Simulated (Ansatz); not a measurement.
**Two structures, one formula**

Two isomers of CH2MgSi, singlet, relaxed at PBE0-D4/def2-TZVP (vibrations not checked).

A:

```
5
angstrom
C -0.7523 -0.6465 -0.2914
Si 0.5294 0.4040 0.2067
Mg 2.1004 -1.5678 1.2238
H -1.6149 -0.1777 -0.7736
H -0.8668 -1.7224 -0.2132
```

B:

```csv
atom,x (Å),y (Å),z (Å)
C1,-0.7310,-0.8495,-0.0178
Si2,-0.6872,-0.8766,-1.6714
Mg3,0.6624,0.7732,0.0856
H4,-0.9549,-1.0605,1.0232
H5,1.7106,2.0135,0.5803
```

Program: Ansatz 0.2.0. Basis: def2-TZVPP. Cores are frozen in the correlated methods. The outer core shell of Li, Na, Mg and K is correlated. The def2 sets are not built for correlating such inner shells, so the correlated values are less sure here. B3LYP uses VWN-RPA correlation.

Task: Which structure is lower at CCSD(T), and by how much? (To be estimated.)

Result: Computed: B, by 18.1 kJ/mol (electronic energy, against the other). By their contacts, A is CH₂MgSi ([CH2][Si][Mg]) and B is CH₂MgSi ([CH]1[MgH][Si]1).

Task: Do the other methods give the same order? (Judge from chemistry; the calculation decides.)

Result: Computed: Not all: PBE-D4, PBE0-D4, B3LYP-D4 give the other order.

```json
{"method": "PBE-D4", "E(B) − E(A) (kJ/mol)": "11.7"}
{"method": "r2SCAN-D4", "E(B) − E(A) (kJ/mol)": "-16.1"}
{"method": "PBE0-D4", "E(B) − E(A) (kJ/mol)": "1.9"}
{"method": "B3LYP-D4", "E(B) − E(A) (kJ/mol)": "2.6"}
{"method": "wB97M-V", "E(B) − E(A) (kJ/mol)": "-16.9"}
{"method": "HF", "E(B) − E(A) (kJ/mol)": "-25.4"}
{"method": "MP2", "E(B) − E(A) (kJ/mol)": "-37.3"}
{"method": "CCSD", "E(B) − E(A) (kJ/mol)": "-19.1"}
{"method": "CCSD(T)", "E(B) − E(A) (kJ/mol)": "-18.1"}
```

T1 diagnostic: at most 0.017. The restricted Hartree–Fock reference is unstable towards an unrestricted one at one or more of these structures. A large double-excitation amplitude points to some diradical character; no triplet was computed.

Labels in which every atom is bracketed show which atoms are joined, not bond orders.
